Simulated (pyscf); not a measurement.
H₂N–SiH₂–NH₂ (SMILES N[SiH2]N) + HCl (SMILES Cl) → H₂N–SiH(NH₂)–Cl (SMILES N[SiH](N)Cl) + H₂ (SMILES [H][H]) (four-centre exchange; singlet surface; H–Si, Cl–H broken, Cl–Si, H–H formed). Single points on ωB97X-D3(BJ)/def2-SVP structures (PySCF, gas phase). Rate constants from transition-state theory, ωB97M-D3(BJ)/def2-TZVP energies (ideal gas, 1 atm, RRHO with modes under 100 cm⁻¹ raised to 100, one conformer, R ln 2 for rigid chiral ones; no tunnelling), k in cm³ molecule⁻¹ s⁻¹.

```tsv
T (K)	1000/T	log10 k
298	3.354	-31.15
600	1.667	-22.05
900	1.111	?
1200	0.833	-17.23
```

Q: Fit an Arrhenius line to the three values, give the activation energy, and predict k at 900 K.

A: Least squares gives log10 k = -12.74 − 5.50 × 1000/T, so Ea = 5.50 × ln 10 × 1.987 = 25.2 kcal/mol, against an electronic barrier of 23.1. At 900 K the line gives -18.85; the computed value is -18.90 (ΔG‡ = 54.6 kcal/mol), close to the line. One saddle was located; it need not be the lowest between these sides.
